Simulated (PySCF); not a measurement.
`C=C=C=CCl`, C₄H₃Cl

Geometry:
| atom | x (Å) | y (Å) | z (Å) |
| --- | --- | --- | --- |
| C1 | -1.980 | -0.217 | 0.187 |
| C2 | -0.683 | -0.066 | 0.084 |
| C3 | 0.568 | 0.072 | -0.018 |
| C4 | 1.860 | 0.241 | -0.114 |
| Cl5 | 2.954 | -1.043 | -0.460 |
| H6 | -2.628 | 0.624 | 0.409 |
| H7 | -2.440 | -1.190 | 0.054 |
| H8 | 2.347 | 1.200 | 0.014 |

The calculation used quadratic response CAM-B3LYP/aug-cc-pVTZ first hyperpolarisability, Taylor convention, gas phase in PySCF. Geometry: PBE0-D3(BJ)/def2-TZVP.

Task: Give the tensor of the second harmonic β(−2ω;ω,ω) at 1907 nm in the axes of these coordinates.

Result: In au, Taylor convention; rows are the first index (the induced dipole):
```tsv
	xx	yy	zz	xy	xz	yz
x	+313.4	+16.4	+45.3	-61.7	-34.4	+1.7
y	-59.3	-3.3	+2.9	+16.0	+1.6	-3.2
z	-34.1	-3.3	-11.1	+1.9	+43.8	+2.8
```
Norm of βᵢ = ⅓ Σⱼ (βᵢⱼⱼ + βⱼᵢⱼ + βⱼⱼᵢ): 381.9 au, hyper-Rayleigh value 150.1 au.
